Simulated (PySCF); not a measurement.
allene: calculation against experiment

**Measured values to compare with.**

NIST CCCBDB Release 22 (SRD 101), experimental polarizabilities lists, for the gas: mean polarisability 5.69 Å³.

The runs below try to reproduce these values; the comparison stands at the end.

Allene, C₃H₄.
SMILES with atom numbers: `[CH2:1]=[C:2]=[CH2:3]` (hydrogens: H4, H5 on C1; H6, H7 on C3)

Cartesian coordinates in Å at the PBE0-D3(BJ)/def2-SVP level; atoms count from 1:
```
atom  x, y, z in Å
C1     1.304    0.162   -0.122
C2     0.013   -0.015   -0.010
C3    -1.278   -0.192    0.103
H4     1.898   -0.425   -0.831
H5     1.829    0.903    0.489
H6    -1.983    0.381   -0.509
H7    -1.692   -0.916    0.812
```

Runs made with PySCF (gas phase, on this PBE0-D3(BJ)/def2-SVP geometry; no spin–orbit coupling):

```
              level                                                                            job  basis functions  wall time
  wB97X-D/def2-SVPD  10 singlets by full TDDFT, 4 Tamm–Dancoff triplets, polarisability, ΔSCF ions               92       17 s
BHandHLYP/def2-SVPD  10 singlets by full TDDFT, 4 Tamm–Dancoff triplets, polarisability, ΔSCF ions               92       18 s
CAM-B3LYP/def2-SVPD  10 singlets by full TDDFT, 4 Tamm–Dancoff triplets, polarisability, ΔSCF ions               92       15 s
  LC-wPBE/def2-SVPD  10 singlets by full TDDFT, 4 Tamm–Dancoff triplets, polarisability, ΔSCF ions               92       26 s
       PBE0/6-31+G*             10 singlets by full TDDFT, 4 Tamm–Dancoff triplets, polarisability               62      3.5 s
        PBE0/6-31G*             10 singlets by full TDDFT, 4 Tamm–Dancoff triplets, polarisability               50      2.8 s
   PBE0/aug-cc-pVDZ             10 singlets by full TDDFT, 4 Tamm–Dancoff triplets, polarisability              105      5.9 s
   PBE0/aug-cc-pVTZ             10 singlets by full TDDFT, 4 Tamm–Dancoff triplets, polarisability              230       18 s
      PBE0/def2-SVP             10 singlets by full TDDFT, 4 Tamm–Dancoff triplets, polarisability               62      3.3 s
     PBE0/def2-SVPD  10 singlets by full TDDFT, 4 Tamm–Dancoff triplets, polarisability, ΔSCF ions               92       14 s
     PBE0/def2-TZVP             10 singlets by full TDDFT, 4 Tamm–Dancoff triplets, polarisability              117      6.6 s
    PBE0/def2-TZVPD             10 singlets by full TDDFT, 4 Tamm–Dancoff triplets, polarisability              147      9.1 s
```

Hardware: an Arm Neoverse N1 with one thread, on a shared host.

All basis functions are spherical.

**Comparison with experiment**

**Mean polarisability.** Measured: 5.69 Å³ (NIST CCCBDB Release 22 (SRD 101), experimental polarizabilities).

```tsv
level	computed (Å³)	computed − measured (Å³)	% (from the printed values)
wB97X-D/def2-SVPD	5.95	+0.26	+5
BHandHLYP/def2-SVPD	5.91	+0.22	+4
CAM-B3LYP/def2-SVPD	5.93	+0.24	+4
LC-wPBE/def2-SVPD	5.78	+0.09	+2
PBE0/6-31+G*	5.38	-0.31	-5
PBE0/6-31G*	4.54	-1.15	-20
PBE0/aug-cc-pVDZ	6.09	+0.40	+7
PBE0/aug-cc-pVTZ	6.13	+0.44	+8
PBE0/def2-SVP	4.85	-0.84	-15
PBE0/def2-SVPD	5.90	+0.21	+4
PBE0/def2-TZVP	5.61	-0.08	-1
PBE0/def2-TZVPD	6.08	+0.39	+7
```

Closest is PBE0/def2-TZVP (-0.08 Å³), furthest PBE0/6-31G* (-1.15 Å³); one molecule doesn't rank methods. The computed values are static and purely electronic, with core orbitals frozen in the response (1 au = 0.148185 Å³). The table of measured values doesn't say here whether a value is static or optical, or holds a vibrational part.

No measured geometry was used, and the causes of the misses weren't examined.
